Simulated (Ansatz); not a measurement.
## Nudged elastic band run: C4H7N

input.yaml

```yaml
crystal:
  periodic: [false, false, false]
  atoms:
    - { symbol: C, position_ang: [-1.805424, 0.412522, 0.589063] }
    - { symbol: C, position_ang: [-0.489554, 0.331633, 0.822529] }
    - { symbol: C, position_ang: [0.51805, -0.156094, -0.128503] }
    - { symbol: C, position_ang: [1.779165, -0.396982, 0.293073] }
    - { symbol: "N", position_ang: [0.077267, -0.403297, -1.420113] }
    - { symbol: H, position_ang: [-2.492117, 0.792868, 1.348854] }
    - { symbol: H, position_ang: [-2.246567, 0.076749, -0.353713] }
    - { symbol: H, position_ang: [-0.094587, 0.641946, 1.794695] }
    - { symbol: H, position_ang: [2.043583, -0.268299, 1.342925] }
    - { symbol: H, position_ang: [2.553879, -0.760415, -0.386785] }
    - { symbol: H, position_ang: [-0.578203, 0.281511, -1.781012] }
    - { symbol: H, position_ang: [0.81151, -0.607443, -2.087213] }
basis:
  gaussian: { orbitals: def2-SVP }
hamiltonian:
  xc: pbe0
neb:
  order_check: false
  images: 5
  f_tol: 0.05
  max_iterations: 60
  max_displacement: 0.5
  optimiser: lbfgs
  final_atoms:
    - { symbol: C, position_ang: [-1.76494412, 0.59292877, 0.55464844] }
    - { symbol: C, position_ang: [-0.51934884, 0.19916374, 0.84775143] }
    - { symbol: C, position_ang: [0.52323915, -0.13316697, -0.13240293] }
    - { symbol: C, position_ang: [1.80091934, -0.29982954, 0.27455334] }
    - { symbol: "N", position_ang: [0.12321615, -0.19375299, -1.45908303] }
    - { symbol: H, position_ang: [-2.48688677, 0.81777961, 1.34310645] }
    - { symbol: H, position_ang: [-2.09863907, 0.73256503, -0.47744327] }
    - { symbol: H, position_ang: [-0.21413576, 0.11002627, 1.89471405] }
    - { symbol: H, position_ang: [2.07065863, -0.15035926, 1.32027275] }
    - { symbol: H, position_ang: [2.60095786, -0.54681575, -0.42792323] }
    - { symbol: H, position_ang: [-0.7805751, -0.62916868, -1.60780649] }
    - { symbol: H, position_ang: [0.82254054, -0.55467124, -2.09658751] }
  initial_path:
    images:
      - { positions_ang: [[-1.805424, 0.412522, 0.589063], [-0.489554, 0.331633, 0.822529], [0.51805, -0.156094, -0.128503], [1.779165, -0.396982, 0.293073], [0.077267, -0.403297, -1.420113], [-2.492117, 0.792868, 1.348854], [-2.246567, 0.076749, -0.353713], [-0.094587, 0.641946, 1.794695], [2.043583, -0.268299, 1.342925], [2.553879, -0.760415, -0.386785], [-0.578203, 0.281511, -1.781012], [0.81151, -0.607443, -2.087213]] }
      - { positions_ang: [[-1.79055957, 0.40836887, 0.58579244], [-0.49241322, 0.3288267, 0.81626591], [0.50349911, -0.1455385, -0.1398906], [1.79329808, -0.39367194, 0.28896411], [0.10671314, -0.35233976, -1.44496822], [-2.48728944, 0.79497794, 1.35090834], [-2.24062878, 0.1142725, -0.36207246], [-0.09597334, 0.62364937, 1.79658016], [2.03962405, -0.27598703, 1.35158732], [2.54277602, -0.75372299, -0.38305127], [-0.64418811, 0.21572238, -1.74971822], [0.84214406, -0.61985854, -2.07659752]] }
      - { positions_ang: [[-1.77569514, 0.40421575, 0.58252187], [-0.49527244, 0.3260204, 0.81000282], [0.48894822, -0.13498299, -0.15127821], [1.80743116, -0.39036189, 0.28485523], [0.13615928, -0.30138251, -1.46982344], [-2.48246188, 0.79708787, 1.35296268], [-2.23469057, 0.151796, -0.37043191], [-0.09735968, 0.60535274, 1.79846533], [2.0356651, -0.28367506, 1.36024964], [2.53167304, -0.74703098, -0.37931753], [-0.71017322, 0.14993376, -1.71842444], [0.87277812, -0.63227409, -2.06598204]] }
      - { positions_ang: [[-1.76083071, 0.40006262, 0.57925131], [-0.49813166, 0.3232141, 0.80373974], [0.47439733, -0.12442749, -0.16266581], [1.82156425, -0.38705183, 0.28074634], [0.16560542, -0.25042527, -1.49467865], [-2.47763433, 0.79919781, 1.35501701], [-2.22875235, 0.1893195, -0.37879137], [-0.09874601, 0.58705612, 1.80035049], [2.03170615, -0.29136309, 1.36891196], [2.52057006, -0.74033897, -0.3755838], [-0.77615833, 0.08414515, -1.68713067], [0.90341218, -0.64468963, -2.05536655]] }
      - { positions_ang: [[-1.76220185, 0.46435134, 0.57105035], [-0.50520405, 0.28186398, 0.8184103], [0.49067794, -0.12734065, -0.15257818], [1.81468261, -0.35797774, 0.27868201], [0.15147566, -0.23153451, -1.48281345], [-2.48071847, 0.80539174, 1.35104682], [-2.18538125, 0.37040134, -0.41167534], [-0.13720926, 0.42804617, 1.83180501], [2.04469031, -0.24436182, 1.35269889], [2.54736599, -0.67583123, -0.39303027], [-0.77763058, -0.15362613, -1.66068927], [0.87645497, -0.6146835, -2.06910687]] }
      - { positions_ang: [[-1.76357299, 0.52864006, 0.5628494], [-0.51227645, 0.24051386, 0.83308087], [0.50695854, -0.13025381, -0.14249056], [1.80780097, -0.32890364, 0.27661768], [0.1373459, -0.21264375, -1.47094824], [-2.48380262, 0.81158567, 1.34707664], [-2.14201016, 0.55148319, -0.44455931], [-0.17567251, 0.26903622, 1.86325953], [2.05767447, -0.19736054, 1.33648582], [2.57416193, -0.61132349, -0.41047675], [-0.77910284, -0.3913974, -1.63424788], [0.84949775, -0.58467737, -2.08284719]] }
      - { positions_ang: [[-1.76494412, 0.59292877, 0.55464844], [-0.51934884, 0.19916374, 0.84775143], [0.52323915, -0.13316697, -0.13240293], [1.80091934, -0.29982954, 0.27455334], [0.12321615, -0.19375299, -1.45908303], [-2.48688677, 0.81777961, 1.34310645], [-2.09863907, 0.73256503, -0.47744327], [-0.21413576, 0.11002627, 1.89471405], [2.07065863, -0.15035926, 1.32027275], [2.60095786, -0.54681575, -0.42792323], [-0.7805751, -0.62916868, -1.60780649], [0.82254054, -0.55467124, -2.09658751]] }
```

Command:

```bash
$ ansatz run input.yaml --threads 2 --pin off --max-ram 3072MiB --backend cpu --events-out ev --progress --plain --runs-dir out
```

Output, in part (warnings, iteration lines, the closing report on the highest movable image, with atoms numbered from 0):

```
NEB end point (image 0): max|allowed force component| = 8.406e-3 eV/Å (the criterion of neb.relax_end_points is 1.000e-2)
NEB end point (image 6): max|allowed force component| = 3.509e-3 eV/Å (the criterion of neb.relax_end_points is 1.000e-2)
NEB iter   1: max|band force component| = 5.688e0 eV/Å  barrier→ = 0.7183 eV  barrier← = 0.7183 eV  Δτ_max = 0.0892 Å  (187 SCF iters)
NEB iter   2: max|band force component| = 4.822e0 eV/Å  barrier→ = 0.4803 eV  barrier← = 0.4804 eV  Δτ_max = 0.0365 Å  (152 SCF iters)
NEB iter   3: max|band force component| = 1.065e0 eV/Å  barrier→ = 0.1787 eV  barrier← = 0.1787 eV  Δτ_max = 0.0108 Å  (151 SCF iters)
NEB iter   4: max|band force component| = 9.906e-1 eV/Å  barrier→ = 0.1471 eV  barrier← = 0.1471 eV  Δτ_max = 0.0359 Å  (143 SCF iters)
NEB iter   5: max|band force component| = 7.044e-1 eV/Å  barrier→ = 0.0996 eV  barrier← = 0.0996 eV  Δτ_max = 0.0477 Å  (155 SCF iters)
NEB iter   6: max|band force component| = 8.793e-1 eV/Å  barrier→ = 0.0819 eV  barrier← = 0.0819 eV  Δτ_max = 0.0129 Å  (154 SCF iters)
NEB iter   7: max|band force component| = 9.453e-1 eV/Å  barrier→ = 0.0778 eV  barrier← = 0.0778 eV  Δτ_max = 0.0136 Å  (142 SCF iters)
NEB iter   8: max|band force component| = 9.560e-1 eV/Å  barrier→ = 0.0758 eV  barrier← = 0.0758 eV  Δτ_max = 0.0144 Å  (143 SCF iters)
NEB iter   9: max|band force component| = 1.038e0 eV/Å  barrier→ = 0.0758 eV  barrier← = 0.0758 eV  Δτ_max = 0.0151 Å  (142 SCF iters)
NEB iter  10: max|band force component| = 1.061e0 eV/Å  barrier→ = 0.0752 eV  barrier← = 0.0752 eV  Δτ_max = 0.0160 Å  (140 SCF iters)
NEB iter  11: max|band force component| = 1.145e0 eV/Å  barrier→ = 0.0763 eV  barrier← = 0.0763 eV  Δτ_max = 0.0167 Å  (141 SCF iters)
NEB iter  12: max|band force component| = 1.179e0 eV/Å  barrier→ = 0.0761 eV  barrier← = 0.0762 eV  Δτ_max = 0.0177 Å  (139 SCF iters)
NEB iter  13: max|band force component| = 1.265e0 eV/Å  barrier→ = 0.0780 eV  barrier← = 0.0780 eV  Δτ_max = 0.0184 Å  (147 SCF iters)
NEB iter  14: max|band force component| = 1.311e0 eV/Å  barrier→ = 0.0780 eV  barrier← = 0.0780 eV  Δτ_max = 0.0197 Å  (149 SCF iters)
NEB iter  15: max|band force component| = 1.400e0 eV/Å  barrier→ = 0.0807 eV  barrier← = 0.0807 eV  Δτ_max = 0.0205 Å  (148 SCF iters)
NEB iter  16: max|band force component| = 1.460e0 eV/Å  barrier→ = 0.0807 eV  barrier← = 0.0807 eV  Δτ_max = 0.0219 Å  (150 SCF iters)
NEB iter  17: max|band force component| = 1.550e0 eV/Å  barrier→ = 0.0844 eV  barrier← = 0.0844 eV  Δτ_max = 0.0229 Å  (150 SCF iters)
NEB iter  18: max|band force component| = 1.624e0 eV/Å  barrier→ = 0.0842 eV  barrier← = 0.0842 eV  Δτ_max = 0.0244 Å  (150 SCF iters)
NEB iter  19: max|band force component| = 1.714e0 eV/Å  barrier→ = 0.0891 eV  barrier← = 0.0891 eV  Δτ_max = 0.0255 Å  (150 SCF iters)
NEB iter  20: max|band force component| = 1.803e0 eV/Å  barrier→ = 0.0886 eV  barrier← = 0.0886 eV  Δτ_max = 0.0128 Å  (150 SCF iters)
NEB iter  21: max|band force component| = 2.225e-1 eV/Å  barrier→ = 0.0636 eV  barrier← = 0.0636 eV  CI = image 3  Δτ_max = 0.0033 Å  (130 SCF iters)
NEB iter  22: max|band force component| = 2.025e-1 eV/Å  barrier→ = 0.0635 eV  barrier← = 0.0635 eV  CI = image 3  Δτ_max = 0.0476 Å  (110 SCF iters)
NEB iter  23: max|band force component| = 1.630e-1 eV/Å  barrier→ = 0.0631 eV  barrier← = 0.0631 eV  CI = image 3  Δτ_max = 0.0222 Å  (146 SCF iters)
NEB iter  24: max|band force component| = 1.632e0 eV/Å  barrier→ = 0.0760 eV  barrier← = 0.0760 eV  CI = image 3  Δτ_max = 0.0248 Å  (154 SCF iters)
NEB iter  25: max|band force component| = 1.238e0 eV/Å  barrier→ = 0.0704 eV  barrier← = 0.0704 eV  CI = image 3  Δτ_max = 0.0099 Å  (133 SCF iters)
NEB iter  26: max|band force component| = 1.312e-1 eV/Å  barrier→ = 0.0627 eV  barrier← = 0.0627 eV  CI = image 3  Δτ_max = 0.0011 Å  (132 SCF iters)
NEB iter  27: max|band force component| = 8.777e-2 eV/Å  barrier→ = 0.0624 eV  barrier← = 0.0624 eV  CI = image 3  Δτ_max = 0.0028 Å  (108 SCF iters)
NEB iter  28: max|band force component| = 1.161e-1 eV/Å  barrier→ = 0.0622 eV  barrier← = 0.0622 eV  CI = image 3  Δτ_max = 0.0018 Å  (117 SCF iters)
NEB iter  29: max|band force component| = 7.955e-2 eV/Å  barrier→ = 0.0621 eV  barrier← = 0.0621 eV  CI = image 3  Δτ_max = 0.0013 Å  (112 SCF iters)
NEB iter  30: max|band force component| = 1.015e-1 eV/Å  barrier→ = 0.0621 eV  barrier← = 0.0621 eV  CI = image 3  Δτ_max = 0.0015 Å  (105 SCF iters)
NEB iter  31: max|band force component| = 8.493e-2 eV/Å  barrier→ = 0.0621 eV  barrier← = 0.0621 eV  CI = image 3  Δτ_max = 0.0011 Å  (112 SCF iters)
NEB iter  32: max|band force component| = 1.230e-1 eV/Å  barrier→ = 0.0620 eV  barrier← = 0.0621 eV  CI = image 3  Δτ_max = 0.0018 Å  (102 SCF iters)
NEB iter  33: max|band force component| = 8.279e-2 eV/Å  barrier→ = 0.0620 eV  barrier← = 0.0620 eV  CI = image 3  Δτ_max = 0.0007 Å  (110 SCF iters)
NEB iter  34: max|band force component| = 7.995e-2 eV/Å  barrier→ = 0.0620 eV  barrier← = 0.0620 eV  CI = image 3  Δτ_max = 0.0129 Å  (101 SCF iters)
NEB iter  35: max|band force component| = 8.498e-2 eV/Å  barrier→ = 0.0619 eV  barrier← = 0.0619 eV  CI = image 3  Δτ_max = 0.0014 Å  (135 SCF iters)
NEB iter  36: max|band force component| = 5.948e-2 eV/Å  barrier→ = 0.0618 eV  barrier← = 0.0618 eV  CI = image 3  Δτ_max = 0.0005 Å  (109 SCF iters)
NEB iter  37: max|band force component| = 3.968e-2 eV/Å  barrier→ = 0.0618 eV  barrier← = 0.0618 eV  CI = image 3  Δτ_max = 0.0000 Å  (238 SCF iters)
Total energy: -5739.91925545 eV, -210.9381419807 hartree
Atom 0 at    -1.790068     0.466049     0.574317 Å, force     0.012750     0.001722    -0.000053 eV/Å
Atom 1 at    -0.483463     0.308816     0.819762 Å, force    -0.011340    -0.002248    -0.014621 eV/Å
Atom 2 at     0.544787    -0.120128    -0.138940 Å, force     0.000373    -0.000048     0.001422 eV/Å
Atom 3 at     1.796389    -0.378263     0.310315 Å, force    -0.002743     0.002399     0.004003 eV/Å
Atom 4 at     0.171900    -0.238243    -1.451032 Å, force    -0.003830    -0.001570     0.001253 eV/Å
Atom 5 at    -2.475907     0.788145     1.360880 Å, force    -0.000986    -0.000240     0.007086 eV/Å
Atom 6 at    -2.241005     0.272000    -0.403815 Å, force    -0.000371     0.008752     0.002569 eV/Å
Atom 7 at    -0.106931     0.503290     1.827958 Å, force     0.003825    -0.008369     0.008317 eV/Å
Atom 8 at     2.034027    -0.268211     1.367729 Å, force    -0.003161     0.003937     0.000921 eV/Å
Atom 9 at     2.590199    -0.711771    -0.362275 Å, force     0.010199     0.005087     0.008079 eV/Å
Atom 10 at    -0.770943    -0.048662    -1.744002 Å, force    -0.001600    -0.002249    -0.007131 eV/Å
Atom 11 at     0.808017    -0.628324    -2.127096 Å, force    -0.003116    -0.007173    -0.011846 eV/Å
Dipole moment:    -0.176612    -0.037083    -0.269949 e Å
```

The run converged. Another band between the same ends (5 images) ends at a top of the same energy, where a vibrational analysis finds 1 clearly imaginary mode.

Final band (atoms are numbered from 1 in the order of the input):

```csv
image,path coordinate (Å),energy (kcal/mol),height of N5 over the plane of its neighbours (Å)
0,0.00,0.0,0.28
1,0.19,0.1,0.26
2,0.38,0.8,0.14
3,0.57,1.4,-0.04
4,0.89,0.7,-0.22
5,1.21,0.2,-0.27
6,1.54,0.0,-0.29
```

The run took 6.2 min on 2 threads of AMD EPYC 7B13 (Zen 3), with other jobs on the host, peak memory 0.25 GiB.
